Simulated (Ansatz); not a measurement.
The input, for Ansatz 0.2.0:

```yaml
crystal:
  periodic: [false, false, false]
  atoms:
    - {symbol: Ru, position_ang: [0.000000, 0.000000, 0.000000]}
    - {symbol: Ge, position_ang: [0.000000, 0.000000, 2.195000]}
basis:
  gaussian: {orbitals: def2-SVP}
magnetization: {spin_polarized: false}
correlation: {method: ccsdt_q, electrons: outside_noble_gas}
```

```sh
$ ansatz run in.yaml --threads 1 --pin off --events-out ev --progress --plain --max-ram 2393MiB
```

Output:

```
1052 factors; integrals over basis functions are off by at most 1.2e-7 eV
mean field evaluation 1: about -58991.6613 eV, gradient 9.7e1 eV
mean field evaluation 2: about -58991.7749 eV, gradient 9.7e1 eV
mean field evaluation 4: about -59016.7310 eV, gradient 3.6e1 eV
mean field evaluation 8: about -59021.8399 eV, gradient 2.9e0 eV
mean field evaluation 16: about -59021.6528 eV, gradient 3.6e0 eV
mean field evaluation 32: about -59023.0469 eV, gradient 1.1e-2 eV
mean field evaluation 64: about -59021.7428 eV, gradient 1.4e0 eV
mean field evaluation 96: about -59022.2629 eV, gradient 5.5e-4 eV
mean field evaluation 128: about -59022.2629 eV, gradient 8.5e-7 eV
mean field evaluation 160: about -59023.0468 eV, gradient 2.6e-2 eV
...
mean field -59023.04686012 eV, -2169.0569648514 hartree, gradient 2.2e-6 eV, S^2 0.000000; 13 other end points of the search recorded, 0 dependent functions left out; unrestricted orbitals would lower it
...
determinant -59023.04686012 eV, -2169.0569648514 hartree, with singles and doubles -59031.35426726 eV, -2169.3622564329 hartree
determinant -59022.26300571 eV, -2169.0281587332 hartree, with singles and doubles -59031.74386136 eV, -2169.3765737518 hartree
determinant -59022.26293625 eV, -2169.0281561806 hartree, with singles and doubles -59031.75914172 eV, -2169.3771352946 hartree
determinant -59020.96970704 eV, -2168.9806308836 hartree, with singles and doubles -59028.43504100 eV, -2169.2549768463 hartree
determinant -59020.96035769 eV, -2168.9802873014 hartree, with singles and doubles -59028.41234567 eV, -2169.2541428084 hartree
determinant -59020.64003865 eV, -2168.9685157938 hartree, with singles and doubles -59028.70507862 eV, -2169.2649005459 hartree
determinant -59023.04686012 eV, -2169.0569648514 hartree, with singles and doubles -59031.37935713 eV, -2169.3631784686 hartree
determinant -59022.26300571 eV, -2169.0281587332 hartree, with singles and doubles -59031.69821501 eV, -2169.3748962795 hartree
determinant -59022.26293625 eV, -2169.0281561806 hartree, with singles and doubles -59031.81279731 eV, -2169.3791071014 hartree
...
unrestricted determinant -59025.82721707 eV, -2169.1591410848 hartree, S^2 2.6261
18 core orbitals not correlated: weight in the atoms' cores, before any rotation towards them, 0.999 or more for the frozen orbitals, at most 0.000 for the correlated occupied ones
reference -59022.26293625 eV, -2169.0281561806 hartree; 6, 6 occupied and 39, 39 virtual orbitals, 1052 factors
second order -9.49894541 eV of doubles, -0.00000000 eV of singles
...
cycle  24  -10.41941610 eV  change   -2.4e-5 eV  update   2.9e-5
cycle  25  -10.41945654 eV  change   -4.0e-5 eV  update   1.9e-5
cycle  26  -10.41949560 eV  change   -3.9e-5 eV  update   1.0e-5
cycle  27  -10.41950519 eV  change   -9.6e-6 eV  update   7.0e-6
cycle  28  -10.41950638 eV  change   -1.2e-6 eV  update   4.6e-6
cycle  29  -10.41951273 eV  change   -6.3e-6 eV  update   3.7e-6
cycle  30  -10.41951337 eV  change   -6.4e-7 eV  update   2.7e-6
cycle  31  -10.41951300 eV  change    3.7e-7 eV  update   2.0e-6
cycle  32  -10.41951412 eV  change   -1.1e-6 eV  update   1.4e-6
cycle  33  -10.41951453 eV  change   -4.1e-7 eV  update   9.1e-7
perturbative correction -0.30676982 eV, -0.0112735829 hartree
Total energy: -59032.98922060 eV, -2169.4223398599 hartree
```

The determinant lies 0.78 eV above the lowest one of its kind in the log. The T1 diagnostic is 0.113.

Ran on 1 thread of Intel Xeon Platinum 8259CL, shared host: 94 s wall, 0.35 GiB peak host memory.
